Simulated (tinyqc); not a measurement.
UHF in the sto-3g basis, for H3O+, spin multiplicity 1, step by step (part 3 of 3). Computed by tinyqc, a small Python program that keeps every step (integrals from PySCF). Command: `OMP_NUM_THREADS=1 python tinyqc.py 28811 28812 out.jsonl` (the two numbers bound the seeds that draw the settings). One thread of a shared host (Intel(R) Xeon(R) Processor @ 2.60GHz), about 0.1 s of CPU time with the checks.

Geometry (angstrom):
```
atom          x          y         z
O      0.000000   0.000000  0.336000
H      1.039000   0.000000  0.000000
H     -0.519000   0.899000  0.000000
H     -0.519000  -0.899000  0.000000
```

## Iteration 2: diagonalisation and new density

F(alpha) (hartree), order 1O 1s, 1O 2s, 1O 2px, 1O 2py, 1O 2pz, 2H 1s, 3H 1s, 4H 1s:
```
[[-20.864578, -5.309326, 0.000485, 0.000000, 0.019081, -0.892241, -0.894451, -0.894451],
 [-5.309326, -2.908726, 0.014784, 0.000000, 0.079386, -1.000705, -1.000425, -1.000425],
 [0.000485, 0.014784, -0.832250, 0.000000, 0.048658, -0.570515, 0.286064, 0.286064],
 [0.000000, 0.000000, 0.000000, -0.827068, 0.000000, 0.000000, -0.496681, 0.496681],
 [0.019081, 0.079386, 0.048658, 0.000000, -0.870909, 0.195226, 0.221088, 0.221088],
 [-0.892241, -1.000705, -0.570515, 0.000000, 0.195226, -0.742086, -0.301597, -0.301597],
 [-0.894451, -1.000425, 0.286064, -0.496681, 0.221088, -0.301597, -0.761063, -0.305240],
 [-0.894451, -1.000425, 0.286064, 0.496681, 0.221088, -0.301597, -0.305240, -0.761063]]
```

F(beta) (hartree), order 1O 1s, 1O 2s, 1O 2px, 1O 2py, 1O 2pz, 2H 1s, 3H 1s, 4H 1s:
```
[[-20.864569, -5.309342, -0.000218, 0.000000, 0.019078, -0.892607, -0.894273, -0.894273],
 [-5.309342, -2.908690, -0.014176, 0.000000, 0.079526, -0.997674, -1.001966, -1.001966],
 [-0.000218, -0.014176, -0.829284, 0.000000, -0.048381, -0.571417, 0.286430, 0.286430],
 [0.000000, 0.000000, 0.000000, -0.829945, 0.000000, 0.000000, -0.495966, 0.495966],
 [0.019078, 0.079526, -0.048381, 0.000000, -0.871236, 0.228986, 0.204237, 0.204237],
 [-0.892607, -0.997674, -0.571417, 0.000000, 0.228986, -0.763609, -0.303253, -0.303253],
 [-0.894273, -1.001966, 0.286430, -0.495966, 0.204237, -0.303253, -0.750272, -0.301956],
 [-0.894273, -1.001966, 0.286430, 0.495966, 0.204237, -0.303253, -0.301956, -0.750272]]
```

X, order 1O 1s, 1O 2s, 1O 2px, 1O 2py, 1O 2pz, 2H 1s, 3H 1s, 4H 1s:
```
[[1.024406, -0.143288, 0.000013, 0.000000, 0.005427, 0.018140, 0.018163, 0.018163],
 [-0.143288, 1.221159, -0.000170, 0.000000, -0.052716, -0.214524, -0.214987, -0.214987],
 [0.000013, -0.000170, 1.081402, 0.000000, 0.000053, -0.213377, 0.106811, 0.106811],
 [0.000000, 0.000000, 0.000000, 1.081550, 0.000000, 0.000000, -0.185066, 0.185066],
 [0.005427, -0.052716, 0.000053, 0.000000, 1.013949, 0.056955, 0.057111, 0.057111],
 [0.018140, -0.214524, -0.213377, 0.000000, 0.056955, 1.135424, -0.053103, -0.053103],
 [0.018163, -0.214987, 0.106811, -0.185066, 0.057111, -0.053103, 1.135824, -0.053179],
 [0.018163, -0.214987, 0.106811, 0.185066, 0.057111, -0.053103, -0.053179, 1.135824]]
```

Diagonalise F' = X^T F X, C = X C', fill 5 alpha and 5 beta electrons from the bottom; D(s) = C_occ C_occ^T. Each column has its largest component positive (the first on a tie).

F' = X^T F X (alpha) (hartree):
```
[[-20.481790, -2.726234, -0.001584, 0.000000, 0.034491, -0.101624, -0.103487, -0.103487],
 [-2.726234, -1.684396, 0.017193, 0.000000, -0.038368, -0.434370, -0.423904, -0.423904],
 [-0.001584, 0.017193, -0.608423, 0.000000, 0.057967, -0.468432, 0.232472, 0.232472],
 [0.000000, 0.000000, 0.000000, -0.601027, 0.000000, 0.000000, -0.406892, 0.406892],
 [0.034491, -0.038368, 0.057967, 0.000000, -0.832438, 0.105927, 0.151006, 0.151006],
 [-0.101624, -0.434370, -0.468432, 0.000000, 0.105927, -0.311236, -0.063377, -0.063377],
 [-0.103487, -0.423904, 0.232472, -0.406892, 0.151006, -0.063377, -0.330278, -0.066382],
 [-0.103487, -0.423904, 0.232472, 0.406892, 0.151006, -0.063377, -0.066382, -0.330278]]
```

orbital energies (alpha) (hartree): [-20.873109, -1.705430, -1.034921, -1.032075, -0.885572, 0.012745, 0.167152, 0.171344]

coefficients C (alpha), order 1O 1s, 1O 2s, 1O 2px, 1O 2py, 1O 2pz, 2H 1s, 3H 1s, 4H 1s:
```
[[0.994245, -0.238117, 0.005983, 0.000000, -0.055748, -0.150261, 0.000000, 0.003583],
 [0.025507, 0.875083, -0.030813, 0.000000, 0.270318, 0.901278, 0.000000, -0.015963],
 [-0.000043, -0.009880, 0.712586, 0.000000, 0.067059, -0.001849, 0.000000, -0.851705],
 [0.000000, 0.000000, 0.000000, 0.708709, 0.000000, 0.000000, 0.857894, 0.000000],
 [-0.002326, -0.089654, -0.162208, 0.000000, 0.930092, -0.370866, 0.000000, -0.060834],
 [-0.004250, 0.105562, 0.404111, 0.000000, 0.029068, -0.622932, 0.000000, 0.909172],
 [-0.004266, 0.109003, -0.181264, 0.355940, -0.158140, -0.615577, -0.783850, -0.448776],
 [-0.004266, 0.109003, -0.181264, -0.355940, -0.158140, -0.615577, 0.783850, -0.448776]]
```

F' = X^T F X (beta) (hartree):
```
[[-20.481775, -2.726262, 0.001897, 0.000000, 0.034467, -0.103518, -0.102534, -0.102534],
 [-2.726262, -1.684311, -0.017717, 0.000000, -0.038166, -0.419261, -0.431503, -0.431503],
 [0.001897, -0.017717, -0.604879, 0.000000, -0.057247, -0.465381, 0.235429, 0.235429],
 [0.000000, 0.000000, 0.000000, -0.604451, 0.000000, 0.000000, -0.406999, 0.406999],
 [0.034467, -0.038166, -0.057247, 0.000000, -0.832802, 0.165356, 0.121234, 0.121234],
 [-0.103518, -0.419261, -0.465381, 0.000000, 0.165356, -0.335198, -0.064520, -0.064520],
 [-0.102534, -0.431503, 0.235429, -0.406999, 0.121234, -0.064520, -0.318230, -0.064121],
 [-0.102534, -0.431503, 0.235429, 0.406999, 0.121234, -0.064520, -0.064121, -0.318230]]
```

orbital energies (beta) (hartree): [-20.873100, -1.705410, -1.035941, -1.030930, -0.885786, 0.012705, 0.166216, 0.172369]

coefficients C (beta), order 1O 1s, 1O 2s, 1O 2px, 1O 2py, 1O 2pz, 2H 1s, 3H 1s, 4H 1s:
```
[[0.994245, -0.238113, -0.006589, 0.000000, -0.055625, -0.150283, -0.003806, 0.000000],
 [0.025508, 0.875062, 0.033784, 0.000000, 0.269577, 0.901386, 0.017477, 0.000000],
 [0.000022, 0.009042, 0.708262, 0.000000, -0.065156, 0.000142, -0.855463, 0.000000],
 [0.000000, 0.000000, 0.000000, 0.713188, 0.000000, 0.000000, 0.000000, 0.854174],
 [-0.002326, -0.089858, 0.159638, 0.000000, 0.930686, -0.370564, 0.060076, 0.000000],
 [-0.004259, 0.108864, 0.380850, 0.000000, -0.219780, -0.613239, 0.899260, 0.000000],
 [-0.004261, 0.107366, -0.212068, 0.351833, -0.033221, -0.620478, -0.455505, -0.785702],
 [-0.004261, 0.107366, -0.212068, -0.351833, -0.033221, -0.620478, -0.455505, 0.785702]]
```

D(alpha) after iteration 2, order 1O 1s, 1O 2s, 1O 2px, 1O 2py, 1O 2pz, 2H 1s, 3H 1s, 4H 1s:
```
[[1.048367, -0.198265, 0.002835, 0.000000, -0.033786, -0.028564, -0.022465, -0.022465],
 [-0.198265, 0.840442, -0.012476, 0.000000, 0.177904, 0.087673, 0.058115, 0.058115],
 [0.002835, -0.012476, 0.512373, 0.000000, -0.052330, 0.288870, -0.140848, -0.140848],
 [0.000000, 0.000000, 0.000000, 0.502268, 0.000000, 0.000000, 0.252257, -0.252257],
 [-0.033786, 0.177904, -0.052330, 0.000000, 0.899426, -0.047968, -0.127445, -0.127445],
 [-0.028564, 0.087673, 0.288870, 0.000000, -0.047968, 0.175312, -0.066323, -0.066323],
 [-0.022465, 0.058115, -0.140848, 0.252257, -0.127445, -0.066323, 0.196458, -0.056928],
 [-0.022465, 0.058115, -0.140848, -0.252257, -0.127445, -0.066323, -0.056928, 0.196458]]
```

D(beta) after iteration 2, order 1O 1s, 1O 2s, 1O 2px, 1O 2py, 1O 2pz, 2H 1s, 3H 1s, 4H 1s:
```
[[1.048358, -0.198220, -0.003174, 0.000000, -0.033738, -0.020441, -0.026557, -0.026557],
 [-0.198220, 0.840197, 0.014277, 0.000000, 0.177594, 0.048773, 0.077723, 0.077723],
 [-0.003174, 0.014277, 0.505962, 0.000000, 0.051613, 0.285046, -0.147064, -0.147064],
 [0.000000, 0.000000, 0.000000, 0.508637, 0.000000, 0.000000, 0.250923, -0.250923],
 [-0.033738, 0.177594, 0.051613, 0.000000, 0.899741, -0.153521, -0.074410, -0.074410],
 [-0.020441, 0.048773, 0.285046, 0.000000, -0.153521, 0.205220, -0.061759, -0.061759],
 [-0.026557, 0.077723, -0.147064, 0.250923, -0.074410, -0.061759, 0.181409, -0.066164],
 [-0.026557, 0.077723, -0.147064, -0.250923, -0.074410, -0.061759, -0.066164, 0.181409]]
```

## Iteration 18 (converged): orbitals

converged F(alpha) (hartree), order 1O 1s, 1O 2s, 1O 2px, 1O 2py, 1O 2pz, 2H 1s, 3H 1s, 4H 1s:
```
[[-20.816597, -5.295683, 0.000015, 0.000000, 0.018842, -0.890567, -0.892458, -0.892458],
 [-5.295683, -2.912415, 0.000160, 0.000000, 0.082428, -0.988073, -0.989543, -0.989543],
 [0.000015, 0.000160, -0.803024, 0.000000, -0.000038, -0.567187, 0.283819, 0.283819],
 [0.000000, 0.000000, 0.000000, -0.803175, 0.000000, 0.000000, -0.491581, 0.491581],
 [0.018842, 0.082428, -0.000038, 0.000000, -0.850437, 0.218979, 0.219324, 0.219324],
 [-0.890567, -0.988073, -0.567187, 0.000000, 0.218979, -0.741608, -0.293491, -0.293491],
 [-0.892458, -0.989543, 0.283819, -0.491581, 0.219324, -0.293491, -0.742630, -0.293936],
 [-0.892458, -0.989543, 0.283819, 0.491581, 0.219324, -0.293491, -0.293936, -0.742630]]
```

converged F(beta) (hartree), order 1O 1s, 1O 2s, 1O 2px, 1O 2py, 1O 2pz, 2H 1s, 3H 1s, 4H 1s:
```
[[-20.816597, -5.295683, 0.000015, 0.000000, 0.018842, -0.890568, -0.892458, -0.892458],
 [-5.295683, -2.912414, 0.000194, 0.000000, 0.082428, -0.988082, -0.989539, -0.989539],
 [0.000015, 0.000194, -0.802962, 0.000000, -0.000108, -0.567212, 0.283805, 0.283805],
 [0.000000, 0.000000, 0.000000, -0.803236, 0.000000, 0.000000, -0.491574, 0.491574],
 [0.018842, 0.082428, -0.000108, 0.000000, -0.850437, 0.218990, 0.219318, 0.219318],
 [-0.890568, -0.988082, -0.567212, 0.000000, 0.218990, -0.741731, -0.293495, -0.293495],
 [-0.892458, -0.989539, 0.283805, -0.491574, 0.219318, -0.293495, -0.742568, -0.293929],
 [-0.892458, -0.989539, 0.283805, 0.491574, 0.219318, -0.293495, -0.293929, -0.742568]]
```

As before.

F' = X^T F X (alpha) (hartree):
```
[[-20.435460, -2.715076, 0.000028, 0.000000, 0.033895, -0.104051, -0.104516, -0.104516],
 [-2.715076, -1.706993, -0.000147, 0.000000, -0.038109, -0.416889, -0.417607, -0.417607],
 [0.000028, -0.000147, -0.576858, 0.000000, 0.000090, -0.468727, 0.234532, 0.234532],
 [0.000000, 0.000000, 0.000000, -0.576673, 0.000000, 0.000000, -0.406334, 0.406334],
 [0.033895, -0.038109, 0.000090, 0.000000, -0.809308, 0.144106, 0.144396, 0.144396],
 [-0.104051, -0.416889, -0.468727, 0.000000, 0.144106, -0.315714, -0.058873, -0.058873],
 [-0.104516, -0.417607, 0.234532, -0.406334, 0.144396, -0.058873, -0.315649, -0.058978],
 [-0.104516, -0.417607, 0.234532, 0.406334, 0.144396, -0.058873, -0.058978, -0.315649]]
```

orbital energies (alpha) (hartree): [-20.825041, -1.704989, -1.013175, -1.012940, -0.871265, 0.016047, 0.179229, 0.179831]

coefficients C (alpha), order 1O 1s, 1O 2s, 1O 2px, 1O 2py, 1O 2pz, 2H 1s, 3H 1s, 4H 1s:
```
[[0.994265, -0.240507, 0.000000, -0.000105, -0.059056, -0.145133, -0.000397, 0.000000],
 [0.025415, 0.889632, 0.000000, 0.000571, 0.291211, 0.880964, 0.002663, 0.000000],
 [-0.000005, -0.000157, 0.000000, 0.703084, -0.000382, 0.001816, -0.862234, 0.000000],
 [0.000000, 0.000000, 0.702942, 0.000000, 0.000000, 0.000000, 0.000000, 0.862626],
 [-0.002305, -0.093811, 0.000000, 0.000301, 0.937362, -0.391423, -0.001173, 0.000000],
 [-0.004226, 0.097857, 0.000000, 0.416966, -0.111462, -0.619097, 0.900439, 0.000000],
 [-0.004234, 0.098064, 0.361186, -0.208504, -0.111324, -0.616276, -0.452550, -0.781446],
 [-0.004234, 0.098064, -0.361186, -0.208504, -0.111324, -0.616276, -0.452550, 0.781446]]
```

F' = X^T F X (beta) (hartree):
```
[[-20.435460, -2.715076, 0.000021, 0.000000, 0.033896, -0.104051, -0.104516, -0.104516],
 [-2.715076, -1.706993, -0.000092, 0.000000, -0.038109, -0.416881, -0.417611, -0.417611],
 [0.000021, -0.000092, -0.576785, 0.000000, 0.000006, -0.468755, 0.234519, 0.234519],
 [0.000000, 0.000000, 0.000000, -0.576746, 0.000000, 0.000000, -0.406326, 0.406326],
 [0.033896, -0.038109, 0.000006, 0.000000, -0.809308, 0.144127, 0.144386, 0.144386],
 [-0.104051, -0.416881, -0.468755, 0.000000, 0.144127, -0.315847, -0.058872, -0.058872],
 [-0.104516, -0.417611, 0.234519, -0.406326, 0.144386, -0.058872, -0.315583, -0.058980],
 [-0.104516, -0.417611, 0.234519, 0.406326, 0.144386, -0.058872, -0.058980, -0.315583]]
```

orbital energies (beta) (hartree): [-20.825041, -1.704989, -1.013185, -1.012930, -0.871265, 0.016047, 0.179224, 0.179836]

coefficients C (beta), order 1O 1s, 1O 2s, 1O 2px, 1O 2py, 1O 2pz, 2H 1s, 3H 1s, 4H 1s:
```
[[0.994265, -0.240507, 0.000000, -0.000102, -0.059056, -0.145133, -0.000408, 0.000000],
 [0.025415, 0.889632, 0.000000, 0.000535, 0.291211, 0.880964, 0.002739, 0.000000],
 [-0.000005, -0.000192, 0.000000, 0.703033, -0.000427, 0.001968, -0.862276, 0.000000],
 [0.000000, 0.000000, 0.702993, 0.000000, 0.000000, 0.000000, 0.000000, 0.862584],
 [-0.002305, -0.093810, 0.000000, 0.000480, 0.937362, -0.391424, -0.001141, 0.000000],
 [-0.004226, 0.097879, 0.000000, 0.417068, -0.111588, -0.619137, 0.900346, 0.000000],
 [-0.004234, 0.098053, 0.361140, -0.208484, -0.111262, -0.616256, -0.452605, -0.781468],
 [-0.004234, 0.098053, -0.361140, -0.208484, -0.111262, -0.616256, -0.452605, 0.781468]]
```

D(alpha) after iteration 18, order 1O 1s, 1O 2s, 1O 2px, 1O 2py, 1O 2pz, 2H 1s, 3H 1s, 4H 1s:
```
[[1.049894, -0.205891, -0.000018, 0.000000, -0.035086, -0.021198, -0.021198, -0.021198],
 [-0.205891, 0.876895, 0.000150, 0.000000, 0.189455, 0.054728, 0.054595, 0.054595],
 [-0.000018, 0.000150, 0.494328, 0.000000, -0.000132, 0.293189, -0.146569, -0.146569],
 [0.000000, 0.000000, 0.000000, 0.494127, 0.000000, 0.000000, 0.253893, -0.253893],
 [-0.035086, 0.189455, -0.000132, 0.000000, 0.887454, -0.113525, -0.113604, -0.113604],
 [-0.021198, 0.054728, 0.293189, 0.000000, -0.113525, 0.195878, -0.064917, -0.064917],
 [-0.021198, 0.054595, -0.146569, 0.253893, -0.113604, -0.064917, 0.195957, -0.064954],
 [-0.021198, 0.054595, -0.146569, -0.253893, -0.113604, -0.064917, -0.064954, 0.195957]]
```

D(beta) after iteration 18, order 1O 1s, 1O 2s, 1O 2px, 1O 2py, 1O 2pz, 2H 1s, 3H 1s, 4H 1s:
```
[[1.049894, -0.205891, -0.000005, 0.000000, -0.035086, -0.021195, -0.021200, -0.021200],
 [-0.205891, 0.876895, 0.000081, 0.000000, 0.189455, 0.054696, 0.054611, 0.054611],
 [-0.000005, 0.000081, 0.494255, 0.000000, -0.000045, 0.293241, -0.146542, -0.146542],
 [0.000000, 0.000000, 0.000000, 0.494199, 0.000000, 0.000000, 0.253879, -0.253879],
 [-0.035086, 0.189455, -0.000045, 0.000000, 0.887454, -0.113571, -0.113581, -0.113581],
 [-0.021195, 0.054696, 0.293241, 0.000000, -0.113571, 0.195995, -0.064921, -0.064921],
 [-0.021200, 0.054611, -0.146542, 0.253879, -0.113581, -0.064921, 0.195899, -0.064945],
 [-0.021200, 0.054611, -0.146542, -0.253879, -0.113581, -0.064921, -0.064945, 0.195899]]
```

## Convergence

Stop when the energy changes by less than 1e-08 hartree and every element of the error matrix X^T (F D S - S D F) X (for each spin) is below 3e-05.

Course of the cycle:
```
iteration   E (hartree)     change  largest element of the error matrix
1          -74.99806523          -                             2.15e-01
2          -75.27463761  -2.77e-01                             6.76e-02
3          -75.29842434  -2.38e-02                             2.18e-02
4          -75.30229492  -3.87e-03                             1.11e-02
5          -75.30320183  -9.07e-04                             6.66e-03
6          -75.30347117  -2.69e-04                             3.69e-03
7          -75.30356008  -8.89e-05                             2.16e-03
8          -75.30359180  -3.17e-05                             1.27e-03
9          -75.30360389  -1.21e-05                             7.63e-04
10         -75.30360879  -4.89e-06                             4.66e-04
11         -75.30361087  -2.08e-06                             3.01e-04
12         -75.30361178  -9.17e-07                             2.15e-04
13         -75.30361220  -4.15e-07                             1.52e-04
14         -75.30361239  -1.92e-07                             1.07e-04
15         -75.30361248  -8.94e-08                             7.49e-05
16         -75.30361252  -4.20e-08                             5.23e-05
17         -75.30361254  -1.99e-08                             3.64e-05
18         -75.30361255  -9.41e-09                             2.53e-05
```

PySCF UHF in the same basis, after a stability check = -75.30361256 hartree

Converged in 18 iterations.

## Populations, bond orders and dipole

overlap S, order 1O 1s, 1O 2s, 1O 2px, 1O 2py, 1O 2pz, 2H 1s, 3H 1s, 4H 1s:
```
[[1.000000, 0.236704, 0.000000, 0.000000, 0.000000, 0.039146, 0.039230, 0.039230],
 [0.236704, 1.000000, 0.000000, 0.000000, 0.000000, 0.390834, 0.391362, 0.391362],
 [0.000000, 0.000000, 1.000000, 0.000000, 0.000000, 0.327046, -0.163663, -0.163663],
 [0.000000, 0.000000, 0.000000, 1.000000, 0.000000, 0.000000, 0.283494, -0.283494],
 [0.000000, 0.000000, 0.000000, 0.000000, 1.000000, -0.105763, -0.105955, -0.105955],
 [0.039146, 0.390834, 0.327046, 0.000000, -0.105763, 1.000000, 0.164406, 0.164406],
 [0.039230, 0.391362, -0.163663, 0.283494, -0.105955, 0.164406, 1.000000, 0.164602],
 [0.039230, 0.391362, -0.163663, -0.283494, -0.105955, 0.164406, 0.164602, 1.000000]]
```

Mulliken: Z minus the diagonal of D S on the atom; Loewdin: the same with S^(1/2) D S^(1/2); Mayer order: 2 sum_s sum (D(s) S)_ij (D(s) S)_ji over the two atoms.

Charges (e):
```
atom   Mulliken   Loewdin  Mulliken spin
1O    -0.181508  0.020419       8.27e-07
2H     0.393903  0.326698      -0.000125
3H     0.393803  0.326442       0.000062
4H     0.393803  0.326442       0.000062
```

Mayer bond orders:
```
pair     order
2-1   0.817200
3-1   0.817275
3-2   0.013820
4-1   0.817275
4-2   0.013820
4-3   0.013824
```

dipole moment about the origin, x y z (debye): [0.002607, 0.000000, -0.810794]

<S^2> of the determinant (pure state: 0) = 2.34e-08
